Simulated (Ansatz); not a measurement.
Ansatz (a quantum-chemistry and plane-wave program) input (CCSD(T)/def2-TZVPP):

Ansatz 0.2 input:
```yaml
crystal:
  periodic: [false, false, false]
  atoms:
    - {symbol: F, position_ang: [-0.00000000, -0.00000000, -1.00770435]}
    - {symbol: Cl, position_ang: [0.00000000, 0.00000000, 0.53349054]}
basis:
  gaussian:
    orbitals: def2-TZVPP
total_charge: 1
magnetization: {spin_polarized: true, initial_magnetization: 1}
correlation: {method: ccsd_t, electrons: outside_noble_gas}
```

Output:

```
Functional definition: HF
integrals: 0.07 GiB planned
460 factors; integrals over basis functions are off by at most 9.0e-4 eV
mean field: 0.12 GiB planned
mean field evaluation 1: about -15192.7238 eV, gradient 3.5e1 eV
mean field evaluation 2: about -15192.7288 eV, gradient 3.5e1 eV
mean field evaluation 4: about -15196.6512 eV, gradient 2.5e0 eV
mean field evaluation 8: about -15196.7223 eV, gradient 3.1e-1 eV
mean field evaluation 16: about -15196.6478 eV, gradient 2.5e0 eV
mean field evaluation 32: about -15192.1276 eV, gradient 4.2e0 eV
mean field evaluation 64: about -15190.5127 eV, gradient 9.3e-4 eV
mean field evaluation 96: about -15192.3208 eV, gradient 2.7e-3 eV
mean field evaluation 128: about -15196.7253 eV, gradient 4.5e-4 eV
mean field -15196.72530286 eV, -558.4693541696 hartree, gradient 8.0e-6 eV, S^2 0.764048; 1 other end points of the search recorded, 0 dependent functions left out
6 core orbitals not correlated
reference -15196.72530286 eV, -558.4693541696 hartree; 7, 6 occupied and 60, 61 virtual orbitals, 460 factors
second order -11.24329943 eV of doubles, -0.00000000 eV of singles
coupled cluster: 0.20 GiB planned
cycle   1  -11.34378302 eV  change   -1.0e-1 eV  update   9.8e-2
cycle   2  -11.70326969 eV  change   -3.6e-1 eV  update   3.4e-2
cycle   3  -11.82881544 eV  change   -1.3e-1 eV  update   2.6e-2
cycle   4  -11.82460978 eV  change    4.2e-3 eV  update   1.3e-2
cycle   5  -11.83274485 eV  change   -8.1e-3 eV  update   7.4e-3
cycle   6  -11.83489006 eV  change   -2.1e-3 eV  update   1.9e-3
cycle   7  -11.83504574 eV  change   -1.6e-4 eV  update   5.9e-4
cycle   8  -11.83512723 eV  change   -8.1e-5 eV  update   2.2e-4
cycle   9  -11.83515684 eV  change   -3.0e-5 eV  update   8.1e-5
cycle  10  -11.83508909 eV  change    6.8e-5 eV  update   3.0e-5
cycle  11  -11.83512457 eV  change   -3.5e-5 eV  update   1.3e-5
cycle  12  -11.83512147 eV  change    3.1e-6 eV  update   5.1e-6
perturbative correction -0.46618541 eV, -0.0171319977 hartree
Total energy: -15209.02660974 eV, -558.9214188593 hartree
```
